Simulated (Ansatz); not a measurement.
# AlH (SMILES [AlH]): BCCD(T)/def2-TZVPPD

What is the vertical ionisation energy of AlH at BCCD(T)/def2-TZVPPD? 

The calculation is run with Ansatz 0.2.0.

33 further runs of the same task are left out: 33 set aside as unsound or not needed.

### Step 1. The molecule

AlH: 2 atoms, total charge 0, spin state singlet. SMILES: `[AlH]`. The shape is that of a PBE0-D4/def2-TZVP optimisation.

Bond lengths: Al1–H2 1.665 Å.

### Step 2. A single-point energy at BCCD(T)/def2-TZVPPD

in.yaml reads:

```yaml
crystal:
  periodic: [false, false, false]
  atoms:
    - {symbol: Al, position_ang: [-0.000000, 0.000000, -0.025640]}
    - {symbol: H, position_ang: [0.000000, -0.000000, 1.639110]}
basis:
  gaussian:
    orbitals: def2-TZVPPD.json
correlation:
  method: bccd_t
  frozen_orbitals: {Al: 5, H: 0}
accuracy: high
scf:
  omitted_lower_state_checks: [cluster_reference, increment]
```

The basis set def2-TZVPPD is read from a file made from the Basis Set Exchange's data (not shown).

Launch:

```bash
ansatz run in.yaml --threads 1 --pin off --max-ram 3480MiB --events-out events.jsonl --progress --plain --runs-dir runs
```

Standard output (excerpt; [...] marks lines left out):

```text
Warning: RAYON_NUM_THREADS=1 ignored (pool sized by the plan → 1); use --threads N
Functional definition: HF
  name "HF"
[...]
816 factors; integrals over basis functions are off by at most 3.6e-9 eV
[...]
mean field -6597.61652821 eV, -242.4579353868 hartree, gradient 1.0e-8 eV, S^2 0.000000; 0 other end points of the search recorded, 0 dependent functions left out; unrestricted orbitals would lower it
5 core orbitals not correlated: weight in the atoms' cores, before any rotation towards them, 1.000 or more for the frozen orbitals, at most 0.000 for the correlated occupied ones
reference -6597.61652821 eV, -242.4579353868 hartree; 2, 2 occupied and 58, 58 virtual orbitals, 816 factors
second order -1.69523293 eV of doubles, -0.00000000 eV of singles
cycle   1  -2.04414171 eV  change   -3.5e-1 eV  update   6.4e-2
[...]
cycle  20  -2.24718941 eV  change  -5.2e-11 eV  update  3.2e-10
perturbative correction -0.04095027 eV, -0.0015048947 hartree
Total energy: -6599.90466789 eV, -242.5420229689 hartree
Checks for a lower state left out: cluster_reference, increment
```

It took 1 s on 1 thread of Arm Neoverse V2, shared host; peak memory 0.2 GiB.

### Step 3. The doublet cation

run.yaml reads:

```yaml
crystal:
  periodic: [false, false, false]
  atoms:
    - {symbol: Al, position_ang: [-0.000000, 0.000000, -0.025640]}
    - {symbol: H, position_ang: [0.000000, -0.000000, 1.639110]}
basis:
  gaussian:
    orbitals: def2-TZVPPD.json
correlation:
  method: bccd_t
  frozen_orbitals: {Al: 5, H: 0}
scf:
  omitted_lower_state_checks: [cluster_reference, increment]
total_charge: 1
magnetization:
  spin_polarized: true
  initial_magnetization: 1
accuracy: high
```

The basis set def2-TZVPPD is read from a file made from the Basis Set Exchange's data (not shown).

Launch:

```bash
ansatz run run.yaml --threads 1 --pin off --max-ram 3480MiB --events-out events.jsonl --progress --plain --runs-dir runs
```

Standard output (excerpt; [...] marks lines left out):

```text
Warning: RAYON_NUM_THREADS=1 ignored (pool sized by the plan → 1); use --threads N
Functional definition: HF
  name "HF"
[...]
816 factors; integrals over basis functions are off by at most 3.6e-9 eV
[...]
mean field -6590.36341896 eV, -242.1913885382 hartree, gradient 3.0e-8 eV, S^2 0.785336; 0 other end points of the search recorded, 0 dependent functions left out
5 core orbitals not correlated: weight in the atoms' cores, before any rotation towards them, 1.000 or more for the frozen orbitals, at most 0.000 for the correlated occupied ones
reference -6590.36341896 eV, -242.1913885382 hartree; 2, 1 occupied and 58, 59 virtual orbitals, 816 factors
second order -0.90105985 eV of doubles, -0.00000000 eV of singles
cycle   1  -1.10890472 eV  change   -2.1e-1 eV  update   4.8e-2
[...]
cycle  21  -1.25499156 eV  change   1.3e-10 eV  update  2.5e-10
perturbative correction -0.01896404 eV, -0.0006969156 hartree
Total energy: -6591.63737457 eV, -242.2382055430 hartree
Checks for a lower state left out: cluster_reference, increment
```

Run time: 2 s. Hardware: 1 thread of Arm Neoverse V2, shared host; peak memory 0.33 GiB.

### Step 4. Outcome

Level: BCCD(T)/def2-TZVPPD, 5 core orbitals frozen.

| quantity | value |
| --- | --- |
| singlet AlH: total energy | -242.54202 Eh |
| singlet AlH: correlation energy (5 core orbitals frozen) | -84.1 mEh |
| singlet AlH: (T) correction | -1.50 mEh |
| doublet cation: total energy | -242.23821 Eh |
| doublet cation: correlation energy (5 core orbitals frozen) | -46.8 mEh |
| doublet cation: (T) correction | -0.70 mEh |
| doublet cation: ⟨S²⟩ of the reference determinant | 0.785 |
| vertical ionisation energy (to the doublet cation) | 8.267 eV |

What this shows: The vertical ionisation energy comes to 8.27 eV (798 kJ/mol). The restricted solution (singlet AlH) is unstable to spin breaking: an unrestricted one lies lower. The triples (singlet AlH) make up 1.8 % of the correlation energy. The triples (doublet cation) make up 1.5 % of the correlation energy.
